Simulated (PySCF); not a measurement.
First SCF of a structure search on singlet C4, at a hand-made tetrahedron geometry. PySCF input:

```python
from pyscf import gto, scf, dft
mol = gto.M(atom='''
C      0.530300     0.530300     0.530300
C      0.530300    -0.530300    -0.530300
C     -0.530300     0.530300    -0.530300
C     -0.530300    -0.530300     0.530300''',
    basis={'C': 'def2-TZVP'},
    charge=0, spin=0)
mf = dft.RKS(mol, xc='B3LYP')
mf.grids.atom_grid = (50, 194)
aux = {'C': 'def2-universal-JKFIT'}
mf = mf.density_fit(auxbasis=aux)
mf.conv_tol = 1e-08
mf.diis_space = 10
mf.max_cycle = 60
mf.init_guess = 'minao'
mf.verbose = 4
mf.kernel()
```

Excerpt of the output (cycles and frontier levels):

```
init E= -152.905728737228
  HOMO = -0.246701133457229  LUMO = -0.240807314658893  gap/eV = 0.16038
cycle= 1 E= -151.782616664805  delta_E= 1.12  |g|= 0.334  |ddm|=  2.1
  HOMO = -0.349316664269103  LUMO = -0.327836622490933  gap/eV = 0.58450
cycle= 2 E= -151.797265137974  delta_E= -0.0146  |g|= 0.231  |ddm|= 1.08
  HOMO = -0.311560907525368  LUMO = -0.271784089630443  gap/eV = 1.08238
cycle= 3 E= -151.810114414768  delta_E= -0.0128  |g|= 0.0116  |ddm|= 0.394
  HOMO = -0.314246587285356  LUMO = -0.273759844712727  gap/eV = 1.10170
cycle= 4 E= -151.810151036106  delta_E= -3.66e-05  |g|= 0.00169  |ddm|= 0.0171
  HOMO = -0.313797424232453  LUMO = -0.273372676084921  gap/eV = 1.10001
cycle= 5 E= -151.81015180091  delta_E= -7.65e-07  |g|= 0.000245  |ddm|= 0.00295
  HOMO = -0.313877923229691  LUMO = -0.273464997630209  gap/eV = 1.09969
cycle= 6 E= -151.810151819197  delta_E= -1.83e-08  |g|= 1.3e-05  |ddm|= 0.000381
  HOMO = -0.313876850843698  LUMO = -0.273464349114464  gap/eV = 1.09968
cycle= 7 E= -151.810151819277  delta_E= -8e-11  |g|= 6.02e-07  |ddm|= 4.42e-05
  HOMO = -0.313876725579248  LUMO = -0.273464180305371  gap/eV = 1.09968
Extra cycle  E= -151.810151819277  delta_E= 5.12e-13  |g|= 3.41e-07  |ddm|= 1.48e-06
converged SCF energy = -151.810151819277
```

This is not the lowest solution: another start and a stability analysis within the same restricted form found one 64.6 kJ/mol lower, at -151.83476 Eh.

The search for the lowest solution, 3 starts and the stability check together, took 9.6 s on 2 threads of a shared Intel Xeon 6975P-C (Granite Rapids) host, with 124 basis functions; the process peaked at 0.61 GiB.
